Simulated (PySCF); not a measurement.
TDDFT excited states: C3H2F2

Compound: C3H2F2.
Cartesian coordinates in Å at the PBE0-D3(BJ)/def2-SVP level; atoms count from 1:
```xyz
7
C3H2F2 angstrom
F     -1.243   -0.881    1.501
C     -0.530   -0.426    0.511
C     -0.307   -0.409   -0.769
C      0.565    0.433    0.116
F      0.398    1.793    0.112
H     -0.507   -0.709   -1.794
H      1.628    0.210    0.292
```

Theory: PySCF 2.14.0, density-fitted response routines, TDDFT PBE0/def2-SVPD, vertical, gas phase, core orbitals frozen in the response.

What does the calculation give for the low-lying excited states?

```csv
state,λ (nm),E (eV),f,"main configurations (H = HOMO, L = LUMO)"
S1,175.4,7.07,0.0044,"H-1→L (84%), H→L (12%)"
S2,166.8,7.43,0.051,"H→L (61%), H-2→L (18%), H-1→L (13%)"
S3,158.7,7.81,0.032,H→L+1 (87%)
S4,154.1,8.05,0.020,"H-2→L (63%), H→L (11%), H-1→L+1 (11%)"
S5,145.5,8.52,0.049,"H-1→L+1 (74%), H→L+2 (11%)"
S6,144.0,8.61,0.014,H→L+2 (87%)
S7,139.6,8.88,0.054,H→L+3 (97%)
S8,133.2,9.30,0.035,"H-1→L+2 (47%), H-2→L+1 (33%), H-1→L+3 (17%)"
S9,132.7,9.34,0.094,"H-1→L+2 (49%), H-2→L+1 (25%), H-1→L+3 (21%)"
S10,131.0,9.47,0.045,"H-1→L+3 (58%), H-2→L+1 (35%)"
```

Triplets, Tamm–Dancoff:

```tsv
state	E (eV)	λ (nm)	main configurations (H = HOMO, L = LUMO)
T1	5.00	247.7	H→L (94%)
T2	6.53	189.7	H-1→L (96%)
T3	7.36	168.5	H-2→L (46%), H→L+1 (43%)
T4	7.55	164.3	H→L+1 (48%), H-2→L (44%)
```

The lowest singlet comes at 175 nm (682 kJ/mol) in the vacuum ultraviolet; it is very weak; its leading configuration is HOMO-1→LUMO (84%). The strongest level in the table is S9 at 9.34 eV (133 nm, f = 0.094). Löwdin shares by element: HOMO carbon 73%, fluorine 12% or more (atoms not listed hold the other 15%); LUMO carbon 71% or more, fluorine 10% or more, hydrogen 9% or more. Of the 10 states listed, 9 reach f = 0.01 and none stays under 0.0005. Weighted by f, the mean energy of these states is 8.71 eV. The oscillator strengths of these states sum to 0.399; summed over the whole spectrum of an exact calculation they would give the number of electrons, 38 (Thomas–Reiche–Kuhn). All these states lie below the vertical ionisation energy of 11.02 eV (ΔSCF). The window holds the lowest 10 singlets.
